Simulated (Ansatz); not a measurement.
C$_{4}$H$_{4}$F$_{2}$, SMILES `F/C=C/C=C/F`. Charge 0, multiplicity 1. All single points use the PBE0-D4/def2-TZVP geometry. It is one conformer, not always the lowest.

```xyz
10

F     1.894   -2.198    0.680
C     1.445   -1.104    0.061
C     0.252   -0.591    0.329
C    -0.252    0.590   -0.329
C    -1.445    1.104   -0.060
F    -1.893    2.198   -0.680
H     2.156   -0.710   -0.658
H    -0.366   -1.083    1.074
H     0.366    1.082   -1.074
H    -2.155    0.711    0.658
```

Question: What is the dipole moment at r2SCAN/def2-TZVPP? (Best estimate.)

Answer: Computed: 0.00 D, zero by symmetry or nearly so.

Question: Give the Mulliken charges with r2SCAN, ωB97M-V, PBE in def2-TZVPP. (An estimate is asked.)

Answer: Ansatz gave: 
| atom | r2SCAN | ωB97M-V | PBE |
| --- | --- | --- | --- |
| F1 | -0.19 | -0.19 | -0.15 |
| C2 | 0.12 | 0.08 | 0.07 |
| C3 | -0.08 | -0.08 | -0.08 |
| C4 | -0.08 | -0.08 | -0.08 |
| C5 | 0.12 | 0.08 | 0.07 |
| F6 | -0.19 | -0.19 | -0.15 |
| H7 | 0.08 | 0.09 | 0.08 |
| H8 | 0.07 | 0.09 | 0.08 |
| H9 | 0.07 | 0.09 | 0.08 |
| H10 | 0.08 | 0.09 | 0.08 |
